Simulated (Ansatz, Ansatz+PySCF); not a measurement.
```xyz
5

N     0.0000    0.0000    0.0000
H     0.5469    0.5469    0.5469
H     0.5469   -0.5469   -0.5469
H    -0.5469    0.5469   -0.5469
H    -0.5469   -0.5469    0.5469
```

RHF-MP2 on singlet NH₄(+) was run in several spherical basis sets with Ansatz (development build ahead of 0.2.0). Frozen core: 1 orbital.

Rank the basis sets by the total energy that they give, lowest first, with the distance from the lowest.
A. def2-TZVP
B. cc-pVTZ
C. def2-SVP
D. 6-31G(d)
E. cc-pVDZ

B (0.00 eV), A (0.36 eV), E (1.86 eV), D (2.73 eV), C (3.07 eV).

Totals follow the description of the cores as much as that of the bonds, so this order isn't one of quality for chemistry.
